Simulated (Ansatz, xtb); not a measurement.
## H5SSi2+: where a starting geometry ends

The starting geometry of this gas-phase triplet was built from a drawn formula by distance geometry and a force field; its bonds are those of `[SiH][SiH2][SH2+]`.

```yaml
atoms:
  - { symbol: S, position_ang: [-0.3604, -0.7034, 0.6543] }
  - { symbol: Si, position_ang: [-3.2851, 0.1463, 2.6360] }
  - { symbol: Si, position_ang: [-2.3745, -0.1969, 0.5601] }
  - { symbol: H, position_ang: [-2.6862, 1.3735, 3.2495] }
  - { symbol: H, position_ang: [-3.1157, -1.3355, -0.1405] }
  - { symbol: H, position_ang: [-2.5031, 0.9906, -0.3174] }
  - { symbol: H, position_ang: [0.1410, 0.4981, 0.4954] }
  - { symbol: H, position_ang: [-0.2133, -1.2167, -0.5881] }
```

Task: Predict what it relaxes into with r2SCAN-D4/def2-SVP.

Result: It keeps its links, though one stretches towards breaking, and is `[SiH][SiH2][SH2+]`. Distances that change by over a tenth: S1–Si3 (2.08 → 2.40 Å).

The energy falls by 0.71 eV over 8 steps:

```tsv
step	E − E(last) (eV)
1	0.714
2	0.134
3	0.040
4	0.024
5	0.011
6	0.000
7	0.000
8	0.000
```

Final geometry (Å):

```
atom    x (Å)    y (Å)    z (Å)
   S  -0.2865  -0.9216   0.4956
  Si  -3.1508   0.2053   2.7452
  Si  -2.5687  -0.1814   0.5699
   H  -2.9901   1.5665   3.3315
   H  -3.1266  -1.4231  -0.0210
   H  -2.4971   0.9696  -0.3707
   H   0.3263   0.2809   0.6522
   H  -0.1039  -0.9404  -0.8535
```

From the same start GFN2-xTB ends elsewhere, in pieces: H3Si2 + H2S.

The end wasn't checked by frequencies. Open shells are spin-unrestricted. The triplet needn't be the ground state. Run with Ansatz 0.2.0, 66 s on 1 thread of AMD EPYC (Zen 3), with other jobs on the host.
